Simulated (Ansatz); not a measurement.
# AlH3O: the cost of one run

Program: Ansatz 0.2.0. Level of theory: RKS B3LYP-D4/def2-SVP. These are calculated values, not measurements.

**1. The starting structure**

Bond lengths: Al1–O2 1.980 Å, O2–H3 1.010 Å, Al1–H4 1.760 Å, Al1–H5 1.560 Å. Angles: Al1–O2–H3 71.2°, O2–Al1–H4 42.8°, O2–Al1–H5 159.9°, H4–Al1–H5 157.3°.

Structure file:

```xyz
5

Al    0.0000    0.0000    0.0000
O     1.2704    0.0000    1.5187
H     0.3609   -0.2814    1.8559
H     1.7458    0.0000    0.2228
H    -1.3510    0.0000   -0.7800
```

**2. A restrained relaxation towards end A**

Springs on the bonds that form and break draw the guess towards this end; the thresholds are loose.

Contents of input.yaml:

```yaml
crystal:
  periodic: [false, false, false]
  atoms:
    - { symbol: Al, position_ang: [0.0, 0.0, 0.0] }
    - { symbol: O, position_ang: [1.2704, 0.0, 1.5187] }
    - { symbol: H, position_ang: [0.3609, -0.2814, 1.8559] }
    - { symbol: H, position_ang: [1.7458, 0.0, 0.2228] }
    - { symbol: H, position_ang: [-1.351, 0.0, -0.78] }
basis:
  gaussian: { orbitals: def2-SVP }
hamiltonian:
  xc: b3lyp
  dispersion: d4
relax:
  f_tol: 0.15
  max_steps: 25
  restrain:
    - { distance: [1, 3], at: 2.21, k: 30.0 }
    - { distance: [0, 1], at: 1.78, k: 30.0 }
    - { distance: [0, 3], at: 1.56, k: 30.0 }
```

Run with:

```
$ ansatz run input.yaml --threads 1 --pin off --max-ram 2048MiB --backend cpu --events-out ev --progress --plain --runs-dir out
```

What time and memory should one allow on 1 thread of Arm Neoverse V1, shared host?

About 8.6 s, with a peak of 0.094 GiB.
